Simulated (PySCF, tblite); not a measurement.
water and dimethyl sulfide

A gas-phase complex of water and dimethyl sulfide; neutral, singlet. The structure comes from a short search (6 tight-binding starts) and was relaxed by PBE0-D3(BJ)/def2-SVPD; another way of binding may lie lower. No frequency run checks that it is a minimum.

| part | name | SMILES | atoms | charge | multiplicity |
| --- | --- | --- | --- | --- | --- |
| 1 | water | O | 1–3 | 0 | 1 |
| 2 | dimethyl sulfide | CSC | 4–12 | 0 | 1 |

Coordinates in Å:
```
O1     -0.884    0.339    0.192
H2     -0.931   -0.564    0.549
H3     -0.587    0.239   -0.715
C4     -3.025   -1.412    2.323
S5     -1.377   -2.138    2.175
C6     -0.478   -1.055    3.307
H7     -3.693   -1.975    1.658
H8     -3.396   -1.496    3.354
H9     -3.016   -0.359    2.009
H10    -0.883   -1.133    4.325
H11     0.569   -1.385    3.314
H12    -0.519   -0.012    2.963
```

| contact | kind (by geometry) | distance (Å) | angle (°) |
| --- | --- | --- | --- |
| H2···S5 | hydrogen bond | 2.306 | 154 |

Interaction energies are complex less parts, with the parts frozen as they stand in it; counterpoise-corrected, in kcal/mol (PySCF).

(1) Give the interaction energy at each level run.

(2) What holds them together? Decompose the wB97M-D3(BJ)/def2-TZVPD energy: frozen parts, their antisymmetrised product, then relaxation.

The parts were also relaxed and run alone, at the levels used for the complex: shieldings by PBE0/pcSseg-2; core levels by delta-SCF with SCAN, pcX-2 on the ionised atom and pcseg-1 elsewhere, spin-free X2C (2p3/2 is the spin-free 2p value less a third of a first-order spin-orbit splitting).

Values alone: O1–H2 bond (Å): 0.961; shielding of H2 (ppm): 30.85; shielding of S5 (ppm): 577.0; shielding of O1 (ppm): 328.9; O1 1s core level (eV): 539.76; C4 1s core level (eV): 291.27; S5 2p3/2 core level (eV): 169.17.

(3) How do these values change when the complex forms?

Results:

(1) 
| level | interaction | superposition error removed |
| --- | --- | --- |
| wB97M-D3(BJ)/def2-TZVPD | -5.30 | -0.11 |
| PBE0-D3(BJ)/def2-TZVPD | -5.85 | -0.09 |
| RI-MP2/def2-TZVPD | -4.79 | -0.81 |

(2) electrostatic -8.3, Pauli repulsion +8.8, orbital relaxation -4.3, dispersion correction -1.6 kcal/mol, which sum to the value before the counterpoise correction; the Pauli term holds the exchange-correlation of the frozen density too. Of the attraction, 59 % is electrostatic, 30 % is orbital relaxation, 11 % is dispersion correction.

(3) 
```
                property   alone  in the complex  change
          O1–H2 bond (Å)   0.961           0.972  +0.012
   shielding of H2 (ppm)   30.85           27.19   -3.66
   shielding of S5 (ppm)   577.0           577.7    +0.7
   shielding of O1 (ppm)   328.9           323.7    -5.2
   O1 1s core level (eV)  539.76          538.53   -1.23
   C4 1s core level (eV)  291.27          291.35   +0.07
S5 2p3/2 core level (eV)  169.17          169.40   +0.23
```
